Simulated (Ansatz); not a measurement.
For zinc-blende HgTe, LDA (Ansatz, a program for electronic structure, plane waves, PAW) gives:

```
Item                       Result
-------------------  ------------
lattice parameter a       6.435 Å
bulk modulus             47.5 GPa
cohesive energy      2.26 eV/atom
```

### Question
What does r²SCAN in Ansatz (plane waves, PAW) give for the same quantities?

### Answer

- lattice constant a: 6.573 Å (grows by 2.1 %)
- bulk modulus: 40.1 GPa (falls by 16 %)
- cohesive energy: 1.57 eV/atom (falls by 0.69 eV/atom)

For comparison: lattice constant a 6.46 Å (measured, room temperature, not corrected to a static lattice; as tabulated in Cava et al. (2013), arXiv:1302.1059); bulk modulus 42.3 GPa (measured, temperature not stated, not corrected to a static lattice; as tabulated in Toher et al. (2017), arXiv:1611.05714).

Changes are worked out from the printed values.

Unless a cell is named, each level is at its own relaxed cell (LDA 33.30, r²SCAN 35.50 Å³/atom).

Levels without +SOC leave out spin–orbit coupling, which shifts energies and cells of such heavy elements.

Ansatz's density-functional and Hartree–Fock values are scalar-relativistic unless marked +SOC, with PAW data made under PBE.
